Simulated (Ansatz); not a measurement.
Lattice constant a (Å) of solids drawn from the class of carbides, at two levels: PBE in Ansatz (plane waves, PAW), and PBE-D3(BJ) (PAW; Ansatz, a program for electronic structure).

```
solid                PBE  PBE-D3(BJ)
-----------------  -----  ----------
rock-salt TaC      4.475       4.444
rock-salt ZrC      4.709       4.673
rock-salt NbC      4.485       4.450
rock-salt TiC      4.333           ?
rock-salt HfC      4.651       4.620
antifluorite Be2C  4.328       4.274
```

Estimate the withheld PBE-D3(BJ) value from the other rows.

One way: carry over the typical ratio. The ratios PBE-D3(BJ) / PBE of the other rows, in order: 0.9875, 0.9922, 0.9924, 0.9931, 0.9933; median 0.9924. Rock-salt TiC: 4.333 × 0.9924 = 4.300 Å; the run gives 4.291 Å. The ratios spread from 0.9875 to 0.9933, so such an estimate is rough.

Of 6 rows, PBE-D3(BJ) is the larger in 0 and the smaller in 6.

Ansatz's runs of these crystals have no spin polarisation.

Spin–orbit coupling is left out, also for the solids with elements from indium on (rock-salt TaC, rock-salt HfC); its size isn't shown.

Ansatz's density-functional and Hartree–Fock values are scalar-relativistic unless marked +SOC, with PAW data made under PBE.
